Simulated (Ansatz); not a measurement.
**AlGaHCl (H-bridged), triplet in cc-pVDZ: errors against UCCSDT(Q)**

Geometry: that of the AlGaHCl (H-bridged), singlet, kept fixed.

```xyz
4

Cl    0.0000    0.1900    2.8494
Al    0.0000   -0.4735    0.8266
Ga    0.0000    0.0705   -1.7658
H     0.0000    1.1158   -0.2090
```

Basis cc-pVDZ; Ansatz 0.2.0. Only valence electrons are correlated (noble-gas cores and the filled d shells of p-block atoms frozen), which leaves 14 electrons in 44 orbitals. R marks a restricted (for open shells ROHF) determinant, U an unrestricted one. Active spaces: frontier = (10e, 10o) about the gap. No spin–orbit coupling is included, and no scalar relativity.

Full CI isn't at hand for all of this; UCCSDT(Q) serves as the reference, and is uncertain by about the last step of the cluster series. The frozen core follows each run's orbitals, which can shift R against U totals by a few meV for light atoms and by up to 0.1 eV past Ca.

* UHF ⟨S²⟩: 2.014
* T1 diagnostic (RCCSD): 0.0239
* largest doubles amplitude (RCCSD): 0.051
* T1 diagnostic (UCCSD): 0.0205

```json
{"level": "UHF", "E − E(UCCSDT(Q)) (kJ/mol)": "718.0", "wall time": "–"}
{"level": "UMP2", "E − E(UCCSDT(Q)) (kJ/mol)": "121.0", "wall time": "–"}
{"level": "UCCSD", "E − E(UCCSDT(Q)) (kJ/mol)": "25.7", "wall time": "–"}
{"level": "UCCSD(T)", "E − E(UCCSDT(Q)) (kJ/mol)": "5.7", "wall time": "34 s"}
{"level": "UCCSDT", "E − E(UCCSDT(Q)) (kJ/mol)": "1.7", "wall time": "–"}
```

Run but not shown, since their state, orbitals or frozen core can't be matched to the reference's or they repeat it: RHF, RMP2, CISD, RCCSD, RCCSD(T), BCCD(T), RCCSDT, RCCSDT(Q), CASSCF (frontier space), NEVPT2 (frontier space).

Times hold each run's SCF and search for its determinant on a shared host, so for small cases they say little of a method's own cost; they ran on 1 thread of Arm Neoverse V1. Some runs computed forces too.
